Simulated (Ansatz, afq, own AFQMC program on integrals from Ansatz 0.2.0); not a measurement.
Two steps: Ansatz 0.2.0 writes the Fock matrix and Cholesky factors of the valence space, and afq projects on them the lowest state that overlaps trial and start.

```yaml
crystal:
  periodic: [false, false, false]
  atoms:
    - {symbol: Si, position_ang: [0.000000, 0.000000, 2.088600]}
    - {symbol: Al, position_ang: [0.000000, 0.000000, -0.244867]}
    - {symbol: H, position_ang: [0.000000, 0.000000, -1.843733]}
basis:
  gaussian: {orbitals: cc-pVDZ}
total_charge: 1
magnetization: {spin_polarized: true, initial_magnetization: 3}
correlation: {method: ccsd_t, electrons: outside_noble_gas, hamiltonian_folder: ham}
```

```sh
$ ansatz run in.yaml --threads 1 --pin off --events-out ev --progress --plain --max-ram 24576MiB --backend cuda --devices 0, --max-vram 18GiB
```

afq runs on the folder ham with

```
--method phaseless --trial hf --walkers 4000 --populations 20 --least-time 40 --time-step 0.005 --steps-per-block 20 --equilibration-blocks 112 --max-blocks 4000 --target-error 0.0008 --factor-cut 1e-05 --start spin_pure --seed 2505 --taylor-order 6
```

Times are imaginary, in 1/Eh. The walk had a cap of 49 s. With eight or more populations the least sampling time is a fifth of least-time, and the error comes from their spread.

Log:

```
orbitals 31  electrons 5 2  factors 222 of 409
reference energy -531.08918251 Eh
CCSD correlation -0.11580083 Eh in 12 cycles, weight of the determinant in the CISD state 0.8820
energy of the start -531.089366 Eh
 block  time / (1/Eh)  mean weight  energy / Eh
     1     0.100  1.0002  -531.103543
     2     0.200  1.0005  -531.115355
     3     0.300  1.0004  -531.126043
     4     0.400  1.0006  -531.134968
     5     0.500  1.0007  -531.143247
     8     0.800  1.0002  -531.160717
    13     1.300  1.0003  -531.178978
    25     2.500  0.9999  -531.197238
    31     3.100  1.0001  -531.202030
    49     4.900  1.0001  -531.208968
    67     6.700  1.0000  -531.209728
    85     8.500  1.0001  -531.210783
   103    10.300  0.9999  -531.209674
   121    12.100  1.0001  -531.212229
   139    13.900  0.9999  -531.210404
   157    15.700  0.9999  -531.216544
   175    17.500  1.0000  -531.211886
   193    19.300  0.9999  -531.210018
   211    21.100  1.0001  -531.209034
   229    22.900  1.0003  -531.208657
   241    24.100  0.9998  -531.214064
error from the spread of 20 populations
energy -531.211166 +/- 0.000781 Eh
(rows thinned)
```

The run passed its tests (sampling time, drift between the halves within three errors, error under three times the target), which doesn't prove that it has relaxed.

Against this walk (error 21.2 meV) on the same determinant: CCSD(T) 48.4 meV higher, CCSDT(Q) 0.3 meV lower (within the noise), CCSDTQ 1.5 meV lower (within the noise), full CI (a separate run on its own orbitals, whose frozen core shifts it by up to a few meV) 1.6 meV lower (within the noise), a separate phaseless walk with a CISD trial and standard settings 16.3 ± 21.4 meV higher (within the noise). The error is statistical and leaves out the bias of the constraint.

Cautions: constraint bias not in the error; lower spins were not checked; full CI with its own frozen core.

The walk took 26 s on 1 × NVIDIA H100 80GB HBM3 with 2 threads of AMD EPYC 7R13 Processor (Zen 3) (shared host) (the card was shared). The log's last line is the phaseless energy.

CCSDT and higher add their correlation energy to the determinant of the CCSD(T) run, since their own runs factorise the integrals more tightly (a shift of under 2 meV). A walk keeps the symmetry of its determinant, which the program's search chose and which needn't be the lowest solution, so a lower state of the same spin and another symmetry isn't excluded.
